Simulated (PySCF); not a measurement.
Ligands exchanged one at a time, B F-SiH3. Isolated molecules, 0 K electronic values unless said otherwise. Strings in code marks are SMILES.

The T1 excitation (TDA) from two functionals at the same geometries (B3LYP-D3(BJ)/def2-TZVP), both in PySCF: PBE-D3(BJ)/def2-TZVP and B3LYP-D3(BJ)/def2-TZVP. B3LYP has the VWN-RPA correlation part, as in Gaussian. Excitations are Tamm–Dancoff values on a coarser integration grid. The basis has no diffuse functions, so Rydberg states are missing or too high.

```
species                                              B3LYP-D3(BJ)/def2-TZVP (eV)
---------------------------------------------------  ---------------------------
0 of 3 F replaced by SiH3 (`B(F)(F)F`)                                     10.23
1 of 3 F replaced by SiH3 (`FB(F)[SiH3]`)                                   5.24
2 of 3 F replaced by SiH3                                                   2.93
3 of 3 F replaced by SiH3 (`[SiH3]B([SiH3])[SiH3]`)                         2.58
```

Q: What does PBE-D3(BJ)/def2-TZVP give for each?

A: 
- 0 of 3 F replaced by SiH3 (`B(F)(F)F`): 9.44
- 1 of 3 F replaced by SiH3 (`FB(F)[SiH3]`): 4.95
- 2 of 3 F replaced by SiH3: 2.72
- 3 of 3 F replaced by SiH3 (`[SiH3]B([SiH3])[SiH3]`): 2.35
Over these rows, drawn at random from the members with no instability flagged (it was tested for open shells, ions and some series alone), PBE minus B3LYP-D3(BJ): mean -0.38 eV, from -0.79 eV to -0.21 eV.
